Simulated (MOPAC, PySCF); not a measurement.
C2H6O, SMILES `CCO` (C–C–O–H torsion 59°), neutral singlet in the gas phase. 

Z-matrix (Å, degrees):
```
C
H 1 1.0908
H 1 1.0973 2 107.35
O 1 1.4251 2 105.21 3 -117.76
H 4 0.9635 1 108.43 2 -179.84
C 1 1.5191 2 110.41 3 120.25
H 6 1.0910 1 110.58 2 60.55
H 6 1.0926 7 108.56 1 121.65
H 6 1.0937 7 108.24 8 116.56
```
Charge 0, spin multiplicity 1.

All levels are single points at this geometry (B3LYP-D3(BJ)/def2-TZVP); Pople sets use spherical d functions. Orbital energies aren't observables, and empty levels follow the basis.

```json
[
 {"level": "B3LYP-D3(BJ)/def2-TZVP in PySCF", "HOMO (eV)": "-7.59", "LUMO (eV)": "0.67", "gap (eV)": "8.27", "dipole (D)": "1.70", "vertical IE, Delta-SCF (eV)": "–"},
 {"level": "M06-2X/def2-TZVP in PySCF", "HOMO (eV)": "-9.53", "LUMO (eV)": "1.65", "gap (eV)": "11.18", "dipole (D)": "1.76", "vertical IE, Delta-SCF (eV)": "–"},
 {"level": "B3LYP/3-21G in PySCF", "HOMO (eV)": "-6.64", "LUMO (eV)": "2.83", "gap (eV)": "9.47", "dipole (D)": "1.76", "vertical IE, Delta-SCF (eV)": "–"},
 {"level": "B3LYP/6-311+G** in PySCF", "HOMO (eV)": "-7.67", "LUMO (eV)": "-0.01", "gap (eV)": "7.66", "dipole (D)": "1.88", "vertical IE, Delta-SCF (eV)": "–"},
 {"level": "B3LYP/6-31G* in PySCF", "HOMO (eV)": "-7.13", "LUMO (eV)": "2.14", "gap (eV)": "9.27", "dipole (D)": "1.67", "vertical IE, Delta-SCF (eV)": "10.28"},
 {"level": "BP86/6-31G* in PySCF", "HOMO (eV)": "-5.75", "LUMO (eV)": "1.53", "gap (eV)": "7.27", "dipole (D)": "1.60", "vertical IE, Delta-SCF (eV)": "–"},
 {"level": "HF/3-21G in PySCF", "HOMO (eV)": "-11.62", "LUMO (eV)": "7.06", "gap (eV)": "18.68", "dipole (D)": "2.07", "vertical IE, Delta-SCF (eV)": "–"},
 {"level": "HF/6-31G* in PySCF", "HOMO (eV)": "-11.91", "LUMO (eV)": "6.05", "gap (eV)": "17.96", "dipole (D)": "1.90", "vertical IE, Delta-SCF (eV)": "9.40"},
 {"level": "HF/STO-3G in PySCF", "HOMO (eV)": "-9.51", "LUMO (eV)": "15.41", "gap (eV)": "24.92", "dipole (D)": "1.52", "vertical IE, Delta-SCF (eV)": "–"},
 {"level": "AM1 in MOPAC", "HOMO (eV)": "-11.14", "LUMO (eV)": "3.61", "gap (eV)": "14.75", "dipole (D)": "1.69", "vertical IE, Delta-SCF (eV)": "–"},
 {"level": "PM3 in MOPAC", "HOMO (eV)": "-11.21", "LUMO (eV)": "3.32", "gap (eV)": "14.53", "dipole (D)": "1.58", "vertical IE, Delta-SCF (eV)": "–"},
 {"level": "PM6 in MOPAC", "HOMO (eV)": "-10.55", "LUMO (eV)": "2.85", "gap (eV)": "13.40", "dipole (D)": "2.15", "vertical IE, Delta-SCF (eV)": "–"},
 {"level": "PM7 in MOPAC", "HOMO (eV)": "-10.71", "LUMO (eV)": "2.95", "gap (eV)": "13.66", "dipole (D)": "2.10", "vertical IE, Delta-SCF (eV)": "–"}
]
```
